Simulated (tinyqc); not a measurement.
Worked calculation: extended Hueckel theory, for BH3+. The parameters take no account of the charge, which enters only through the electron count. Computed by tinyqc, a small Python program that keeps every step (integrals from PySCF). Settings: charge = 1, K = 2.0, weighted = 1, multiplicity = 2. Command: `OMP_NUM_THREADS=1 python tinyqc.py 27934 27935 out.jsonl` (the two numbers bound the seeds that draw the settings). One thread of a shared host (Intel(R) Xeon(R) Processor @ 2.60GHz), about 0.01 s of CPU time with the checks.

## Overlaps

Geometry (angstrom):
```
atom        x        y       z
B      0.0000   0.0000  0.0150
H      1.1770   0.0000  0.0000
H     -0.5890   1.0200  0.0000
H     -0.5890  -1.0200  0.0000
```

Parameters chosen for this run:
```
element  shell  Slater exponent  H_ii (eV)
B           2s           1.3000   -15.2000
B           2p           1.3000    -8.5000
H           1s           1.3000   -13.6000
```

Slater orbitals, each expanded in six Gaussians scaled to its exponent.

overlap S, lower triangle:
```
         1B 2s   1B 2px   1B 2py   1B 2pz   2H 1s   3H 1s   4H 1s
1B 2s   1.0000
1B 2px  0.0000   1.0000
1B 2py  0.0000   0.0000   1.0000
1B 2pz  0.0000   0.0000   0.0000   1.0000
2H 1s   0.4946   0.5357   0.0000  -0.0068  1.0000
3H 1s   0.4943  -0.2678   0.4637  -0.0068  0.0959  1.0000
4H 1s   0.4943  -0.2678  -0.4637  -0.0068  0.0959  0.0958  1.0000
```

## Wolfsberg-Helmholz matrix

diagonal H_ii (eV): 1B 2s -15.2000, 1B 2px -8.5000, 1B 2py -8.5000, 1B 2pz -8.5000, 2H 1s -13.6000, 3H 1s -13.6000, 4H 1s -13.6000

K = 2.0000

H_ij = K' S_ij (H_ii + H_jj)/2 for i != j (the diagonal keeps H_ii), with K' = K + D^2 + D^4 (1 - K), D = (H_ii - H_jj)/(H_ii + H_jj), K = 2.

H (eV), lower triangle:
```
           1B 2s    1B 2px    1B 2py   1B 2pz     2H 1s     3H 1s     4H 1s
1B 2s   -15.2000
1B 2px    0.0000   -8.5000
1B 2py    0.0000    0.0000   -8.5000
1B 2pz    0.0000    0.0000    0.0000  -8.5000
2H 1s   -14.2678  -12.1384    0.0000   0.1547  -13.6000
3H 1s   -14.2565    6.0672  -10.5069   0.1545   -2.6081  -13.6000
4H 1s   -14.2565    6.0672   10.5069   0.1545   -2.6081   -2.6054  -13.6000
```

## Orbitals

valence electrons = 5

Solve H C = S C e through S^(-1/2); fill by pairs from the bottom, a degenerate level sharing its electrons equally; each orbital has its largest coefficient positive (the first on a tie).

orbital energies (eV): -21.3667  -15.5575  -15.5571  -8.5008  17.2644  17.3081  33.1052

occupations: 2.0000  2.0000  1.0000  0.0000  0.0000  0.0000  0.0000

coefficients:
```
            MO1      MO2      MO3      MO4      MO5      MO6      MO7
1B 2s    0.5161  -0.0001   0.0000   0.0119   0.0000  -0.0030   1.5276
1B 2px   0.0000   0.4444   0.0000   0.0000   0.0000   1.3082   0.0035
1B 2py   0.0000   0.0000   0.4443   0.0000   1.3076   0.0000   0.0000
1B 2pz  -0.0006   0.0000   0.0000   0.9999   0.0000   0.0000  -0.0220
2H 1s    0.2871   0.5496   0.0000  -0.0026   0.0000  -1.0496  -0.8062
3H 1s    0.2869  -0.2750   0.4762  -0.0026  -0.9099   0.5274  -0.8015
4H 1s    0.2869  -0.2750  -0.4762  -0.0026   0.9099   0.5274  -0.8015
```

sum of one-electron energies = -89.4055 eV

Within a degenerate level the vectors are fixed only up to a rotation; this is one choice.

## Mulliken analysis

P = C n C^T; charge = valence electrons (B 3, H 1) minus the sum of (P S)_ii on the atom; overlap population = 2 sum P_ij S_ij between two atoms.

charges: 1B 0.8468, 2H -0.1509, 3H 0.1521, 4H 0.1521

Overlap populations:
```
pair      value
2-1    0.816523
3-1    0.619897
3-2   -0.026388
4-1    0.619897
4-2   -0.026388
4-3    0.017076
```
